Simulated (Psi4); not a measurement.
Process, species as SMILES: O (H2O) → [OH-] + H+
B3LYP-D3(BJ)/def2-TZVP geometries, fixed; electronic energies without zero-point terms.
Largest species:
```
O
H 1 0.9627
H 1 0.9627 2 105.24
```

Basis-set convergence of the deprotonation energy at wB97X-V with Psi4. Cartesian d functions, on some or all atoms, in 6-31+G*; all else is spherical. Density fitting with the program's default auxiliary sets. The functional holds VV10 correlation; no added dispersion term, no relativity. Functions are those of the species that has most. Reference: the value in aug-cc-pV5Z, 398.15 kcal/mol, itself unsure by roughly 0.02 kcal/mol (its mean distance from aug-cc-pVQZ, def2-QZVPPD). Deviations are taken from unrounded values.

```json
[
 {"basis": "6-31+G*", "functions": "23", "deprotonation energy (kcal/mol)": "394.84", "minus reference (kcal/mol)": "-3.30"},
 {"basis": "cc-pVDZ", "functions": "24", "deprotonation energy (kcal/mol)": "438.63", "minus reference (kcal/mol)": "40.49"},
 {"basis": "6-311+G**", "functions": "34", "deprotonation energy (kcal/mol)": "398.19", "minus reference (kcal/mol)": "0.04"},
 {"basis": "def2-SVPD", "functions": "39", "deprotonation energy (kcal/mol)": "396.47", "minus reference (kcal/mol)": "-1.67"},
 {"basis": "6-311++G(2d,2p)", "functions": "47", "deprotonation energy (kcal/mol)": "399.16", "minus reference (kcal/mol)": "1.01"},
 {"basis": "cc-pVTZ", "functions": "58", "deprotonation energy (kcal/mol)": "421.07", "minus reference (kcal/mol)": "22.92"},
 {"basis": "def2-TZVPD", "functions": "58", "deprotonation energy (kcal/mol)": "397.25", "minus reference (kcal/mol)": "-0.90"},
 {"basis": "def2-TZVPPD", "functions": "74", "deprotonation energy (kcal/mol)": "398.00", "minus reference (kcal/mol)": "-0.15"},
 {"basis": "6-311++G(3df,3pd)", "functions": "75", "deprotonation energy (kcal/mol)": "399.68", "minus reference (kcal/mol)": "1.54"},
 {"basis": "cc-pVQZ", "functions": "115", "deprotonation energy (kcal/mol)": "412.27", "minus reference (kcal/mol)": "14.12"},
 {"basis": "def2-QZVPPD", "functions": "132", "deprotonation energy (kcal/mol)": "398.18", "minus reference (kcal/mol)": "0.03"},
 {"basis": "cc-pV5Z", "functions": "201", "deprotonation energy (kcal/mol)": "404.28", "minus reference (kcal/mol)": "6.13"}
]
```

The smallest set listed that lies within 2 kcal/mol of the reference with all its larger relatives (same family, alike in diffuse functions; a set with none counts only in the reference's own line) is 6-311+G** (34 functions, 0.04 kcal/mol off).
